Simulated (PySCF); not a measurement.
Input of a run (PBE0-D3(BJ)/def2-SVP geometry optimisation, gas phase (PySCF 2.14.0)), started from GFN2-xTB:
```
{"job": {"xc": "PBE0", "basis": "def2-SVP", "d3": "d3bj", "grid": 1, "maxiter": 30, "shake": 0.01, "kind": "geom"}, "charge": 0, "multiplicity": 1}
P      0.018930    -0.022090     0.574560
H     -0.564340     1.004100    -0.207800
H      1.138140    -0.018640    -0.198210
H     -0.554740    -0.988730    -0.201560
```

Output (energies in Eh, forces in Eh/bohr):
```
step   0  E = -342.89322127  max force = 0.032281
step   1  E = -342.89699145  max force = 0.010609
step   2  E = -342.89728145  max force = 0.002207
step   3  E = -342.89729377  max force = 0.000078
optimisation converged
```

**Question.** Summarise the run.

**Answer.** The energy falls by 0.111 eV over 4 energy and gradient evaluations, the largest force component goes from 0.0323 to 7.8e-05 Eh/bohr, and the atoms move by 0.051 Å rms after alignment. The bond that changes most is P1–H3 (phosphine phosphorus to P–H hydrogen), which lengthens by 0.069 Å. Bonds longer at the end by more than 0.005 Å: 3 of 3; shorter: 0. The energy never rose by more than 1e-6 Eh on the way. The first step brought 93 % of the lowering.

**Question.** What are the final bond lengths?

**Answer.** P1–H2 1.429 Å, P1–H3 1.429 Å, P1–H4 1.429 Å. Numbering counts from 1 in the input's order; the species is `P` (PH3).

The run used 33 basis functions and 22 SCF cycles in all. The run took 1.1 s on an Arm Neoverse V2 with one thread, shared host, and the process peaked at 0.24 GiB of memory.

No PBE0-D3(BJ)/def2-SVP frequencies stand behind this structure, so it isn't proved a minimum.
